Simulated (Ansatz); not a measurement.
# C4H11NO: the cost of one run

Method: RKS PBE-D4/def2-SVP, in Ansatz 0.2.0.

### Step 1. The structure to begin with

Bond lengths (14 of 16 bonds, heavy atoms first): C1–C2 1.549 Å, C2–O3 1.413 Å, O3–C4 1.343 Å, C4–N5 1.464 Å, N5–C6 1.475 Å, C1–H7 1.077 Å, C1–H8 1.093 Å, C1–H9 1.058 Å, C2–H10 1.087 Å, C2–H11 1.089 Å, C4–H12 1.140 Å, C4–H13 1.065 Å, N5–H14 1.006 Å, C6–H15 1.114 Å. Angles (14 of 28 angles, heavy atoms first): C1–C2–O3 110.8°, C2–O3–C4 117.9°, O3–C4–N5 111.3°, C4–N5–C6 112.6°, C1–C2–H10 107.0°, C1–C2–H11 113.2°, O3–C2–H10 106.6°, O3–C2–H11 109.6°, C2–C1–H7 108.5°, C2–C1–H8 106.1°, C2–C1–H9 110.9°, O3–C4–H12 110.5°, O3–C4–H13 115.2°, N5–C4–H12 107.8°.

The coordinates stand in the first input below.

### Step 2. End point A

input.yaml

```yaml
crystal:
  periodic: [false, false, false]
  atoms:
    - { symbol: C, position_ang: [0.6298, -2.4926, -0.6641] }
    - { symbol: C, position_ang: [0.9557, -1.0248, -1.0381] }
    - { symbol: O, position_ang: [1.1916, -0.2523, 0.1213] }
    - { symbol: C, position_ang: [0.135, 0.3224, 0.718] }
    - { symbol: "N", position_ang: [-0.3041, 1.5147, -0.009] }
    - { symbol: C, position_ang: [-1.3576, 2.2594, 0.7052] }
    - { symbol: H, position_ang: [0.4965, -3.0552, -1.5733] }
    - { symbol: H, position_ang: [-0.3205, -2.4649, -0.1248] }
    - { symbol: H, position_ang: [1.352, -2.8815, 0.0049] }
    - { symbol: H, position_ang: [1.8879, -1.0394, -1.5976] }
    - { symbol: H, position_ang: [0.1801, -0.5523, -1.6395] }
    - { symbol: H, position_ang: [-0.7428, -0.403, 0.7608] }
    - { symbol: H, position_ang: [0.2754, 0.5756, 1.7427] }
    - { symbol: H, position_ang: [0.5059, 2.1103, -0.0301] }
    - { symbol: H, position_ang: [-2.2667, 1.6222, 0.7937] }
    - { symbol: H, position_ang: [-1.6085, 3.1808, 0.1626] }
    - { symbol: H, position_ang: [-1.0288, 2.5802, 1.7076] }
basis:
  gaussian: { orbitals: def2-SVP }
hamiltonian:
  xc: pbe
  dispersion: d4
relax:
  f_tol: 0.015
  max_steps: 40
```

Launch:

```
ansatz run input.yaml --threads 2 --pin off --max-ram 3072MiB --backend cpu --events-out ev --progress --plain --runs-dir out
```

Q: Estimate wall time and peak memory on 2 threads of AMD EPYC 7R13 (Zen 3), shared host.

About 33 s, with a peak of 0.2 GiB.
